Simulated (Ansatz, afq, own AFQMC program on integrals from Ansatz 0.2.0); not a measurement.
**CHB⁺, doublet in 6-31G, levels against full CI**

```xyz
3

B     0.0000    0.0000    0.0957
C     0.0000    0.0000   -1.3685
H     0.0000    0.0000    1.2728
```

Connectivity, by distances: BH–C.

Basis 6-31G. Noble-gas cores (and the filled d shells of Ga–Kr and In–Xe) are frozen. AFQMC by an in-house program on the Cholesky factors that Ansatz 0.2.0 writes for its CCSD(T) run. The CISD trial takes its coefficients from CCSD amplitudes. Released means that phaseless walkers are propagated on without the constraint, phases kept. Error bars are statistical, one sigma.

Determinant: ROHF, the one that the program's search chose, which needn't be the lowest solution. The geometry is a PBE0/def2-TZVP stationary point of this or a neighbouring charge and spin state.

Full CI is exact in this basis; its frozen core comes from its own orbitals, which moves totals by up to a few meV.

Cautions: a spin-contaminated unrestricted determinant lies lower (UHF 862 meV lower, ⟨S²⟩ 1.60); full CI with its own frozen core; a state of higher spin lies lower (by 1.68 eV).

```
T1 diagnostic                               : 0.0178
weight of the determinant in the CISD state : 0.900
size of the correlated space                : 7 electrons in 18 orbitals
```

Reference: full CI, correlation energy -2.989 eV. The released energy is read at 1.62 1/Eh, later times being too noisy (meV from the phaseless value at times in 1/Eh: 8 ± 8 at 0.24, 4 ± 8 at 0.51, -18 ± 8 at 0.99, -21 ± 10 at 1.62, -29 ± 16 at 2.40). CCSDTQ lies 0.1 meV above full CI, in part by the other frozen core, which shifts every row alike, so rows that close can't be ranked against it.

```json
{"level": "HF", "E − E(reference) (kcal/mol)": "68.92", "share of correlation (%)": "0.00"}
{"level": "MP2", "E − E(reference) (kcal/mol)": "22.63", "share of correlation (%)": "67.17"}
{"level": "CCSD", "E − E(reference) (kcal/mol)": "2.49", "share of correlation (%)": "96.39"}
{"level": "CCSD(T)", "E − E(reference) (kcal/mol)": "0.86", "share of correlation (%)": "98.75"}
{"level": "CCSDT", "E − E(reference) (kcal/mol)": "0.11", "share of correlation (%)": "99.84"}
{"level": "CCSDT(Q)", "E − E(reference) (kcal/mol)": "0.03", "share of correlation (%)": "99.96"}
{"level": "CCSDTQ", "E − E(reference) (kcal/mol)": "0.00", "share of correlation (%)": "100.00"}
{"level": "ph-AFQMC/CISD", "E − E(reference) (kcal/mol)": "0.04 ± 0.14", "share of correlation (%)": "99.94"}
{"level": "released AFQMC", "E − E(reference) (kcal/mol)": "-0.43 ± 0.24", "share of correlation (%)": "100.62"}
```

CCSDT and higher add their correlation energy to the determinant of the CCSD(T) run, since their own runs factorise the integrals more tightly (a shift of under 2 meV). A walk keeps the symmetry of its determinant, which the program's search chose and which needn't be the lowest solution, so a lower state of the same spin and another symmetry isn't excluded. Released energies are given only where the last usable release times agree within the noise; a slower fall can still hide under it.
